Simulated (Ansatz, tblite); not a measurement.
Isomers of AlN2 (doublet), found by a short tight-binding search and relaxed with r2SCAN-D4/def2-TZVP in Ansatz.

The xTB rows come from tblite. LC-ωPBE has ω = 0.4 bohr⁻¹. Correlated methods freeze 7 core orbitals.

Run but left out: r2SCAN-D4/def2-TZVP (flagged by the program: asymmetric forces).

A: At CCSD(T)/def2-TZVPP the charge 0 doublet is spin-contaminated (final ⟨S²⟩ up to 0.84, 0.75 for a pure state). At LDA (SPW92)/def2-TZVP the gap within one spin of the charge 0 doublet nearly closes, so an electron or hole may be smeared out by delocalisation error.

Other spin states were run for one of them alone.

A:

```xyz
3

Al    0.848    1.301    0.680
N    -0.136   -0.216   -0.119
N    -0.712   -1.085   -0.561
```

B:

```xyz
3

Al   -0.310    0.060    1.347
N     0.327   -0.580   -0.609
N    -0.017    0.520   -0.738
```

Problem. Estimate which lies lowest at each level, and how far above it the others are (eV).

Solution. 
```
                level     A     B
             GFN1-xTB  0.46  0.00
             GFN2-xTB  0.00  0.10
        HF/def2-TZVPP  0.00  0.06
LDA (SPW92)/def2-TZVP  0.00  0.09
     PBE-D4/def2-TZVP  0.00  0.12
    PBE0-D4/def2-TZVP  0.00  0.07
    LC-ωPBE/def2-TZVP  0.03  0.00
       MP2/def2-TZVPP  0.11  0.00
      CCSD/def2-TZVPP  0.00  0.05
   CCSD(T)/def2-TZVPP  0.00  0.04
```
Point groups (tolerance 0.1 Å): A C∞v, B C2v. Lower isomers may exist.
